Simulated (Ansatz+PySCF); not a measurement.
Two shapes of doublet CHO.

Shape 1:

```xyz
3

C     0.0000    0.4860   -0.3262
H     0.0000    1.4932    0.1969
O     0.0000   -0.5511    0.2200
```

Shape 2:

```xyz
3

C     0.0000    0.5249   -0.3523
H     0.0000    1.6127    0.2127
O     0.0000   -0.5952    0.2377
```

Basis set: def2-SVP (spherical functions). Frozen core: 2 orbitals. Charge 0, multiplicity 2.

Computed with Ansatz (development build ahead of 0.2.0); each method stands on the lowest determinant of its kind that the runs found.

**Question.** Which shape is lower in energy, and by how much in each method?

**Answer.**

```tsv
method	E(2) − E(1) (eV)
ROHF	0.788
UHF	0.749
UHF-MP2	0.781
UHF-CCSD	0.448
UHF-CCSD(T)	0.401
```

Shape 1 is lower. Caution for UHF, UHF-MP2, UHF-CCSD, UHF-CCSD(T): the unrestricted determinant is spin contaminated.
